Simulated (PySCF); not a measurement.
An EPR job on `O[C@@H]1[CH]CCC1` [radical].

Method: UKS B3LYP, pcH-1 on C H O, non-relativistic, mean-field spin-orbit, GIAO (PySCF 2.14.0). Geometry: GFN2-xTB. The command runs a driver script over a list of jobs; the input below is this job's line of settings and its coordinates in Å.

Command:
```bash
OMP_NUM_THREADS=1 python probes_run.py task.json out
```

Input:
```
{"job": {"kind": "epr", "basis": "pcH-1"}, "charge": 0, "multiplicity": 2}
O      2.351861    -0.396038    -0.031310
C      1.064149    -0.115300     0.481932
C      0.080551    -1.214249     0.319606
C     -1.230733    -0.723198    -0.153003
C     -1.125087     0.799905    -0.000960
C      0.363956     1.088170    -0.185235
H      2.258033    -0.701900    -0.941283
H      1.257492     0.102107     1.545056
H      0.329073    -2.249333     0.452398
H     -2.066963    -1.147648     0.410818
H     -1.400162    -0.994701    -1.205914
H     -1.743843     1.338643    -0.717064
H     -1.431617     1.088351     1.005344
H      0.669442     2.039184     0.245334
H      0.619434     1.093996    -1.247631
```

**Question.** Estimate the output.

**Answer.** 
```
UKS, coarse grid
  cycle   1  E = -271.02930602  |g| = 5.13e-01
  cycle   2  E = -270.92531927  |g| = 7.52e-01
  cycle   3  E = -271.13070522  |g| = 7.62e-02
  cycle   4  E = -271.13251388  |g| = 4.06e-02
  cycle   5  E = -271.13329887  |g| = 6.20e-03
  cycle   6  E = -271.13331938  |g| = 1.93e-03
  cycle   7  E = -271.13332181  |g| = 1.07e-03
  cycle   8  E = -271.13332283  |g| = 2.80e-04
UKS, final grid
  cycle   1  E = -271.13331124  |g| = 2.99e-04
  cycle   2  E = -271.13331122  |g| = 3.64e-04
  cycle   3  E = -271.13331128  |g| = 2.94e-05
  cycle   4  E = -271.13331128  |g| = 1.74e-05
E = -271.13331128 Eh   <S^2> = 0.7540 (exact 0.7500)
g shifts (ppm)      1          2          3
  rmc          -143       -143       -143
  gc             17         29         27
  oz_so           9        266        617
  total        -118        152        501
hyperfine (MHz)  atom isotope    a_iso     a_fc   dipolar eigenvalues
    0   17O     -24.20     -24.20    -13.26      5.89      7.38
    1   13C     -32.75     -32.75     -2.04     -0.42      2.46
    2   13C      86.02      86.02    -78.22    -78.11    156.33
    3   13C     -32.24     -32.24     -2.41      0.96      1.46
    4   13C       4.91       4.91     -1.13     -0.96      2.08
    5   13C      10.44      10.44     -2.01     -1.00      3.01
    6    1H      -2.68      -2.68     -7.18     -0.97      8.15
    7    1H     112.02     112.02     -6.32     -2.13      8.45
    8    1H     -61.48     -61.48    -37.47     -0.08     37.55
    9    1H      88.83      88.83     -4.97     -3.73      8.69
   10    1H     145.20     145.20     -5.26     -3.35      8.60
   11    1H       0.98       0.98     -1.95     -1.51      3.46
   12    1H      -1.72      -1.72     -2.89     -2.53      5.42
   13    1H       0.04       0.04     -2.16     -1.65      3.81
   14    1H      -1.08      -1.08     -3.26     -2.19      5.45
```

rmc, gc and oz_so are the mass-correction, gauge-correction and orbital-Zeeman/spin–orbit parts of the g shift along its three principal axes; a_iso is the isotropic hyperfine coupling and a_fc its Fermi-contact part. Atoms in this output count from 0.

**Question.** Get g_iso from the total shifts.

**Answer.** Their mean is 179 ppm; added to g_e = 2.002319 it gives 2.00250.

Main results: ⟨S²⟩ 0.754; g_iso 2.0025.

Geometry: GFN2-xTB, one conformer, isolated molecule.

The run took 37 s of wall time (with the writing of density and orbital grids) on Arm Neoverse V2, one thread, shared host, and the process peaked at 0.90 GiB of memory.
Labels such as C1 count atoms from 1, the log's own numbers from 0.
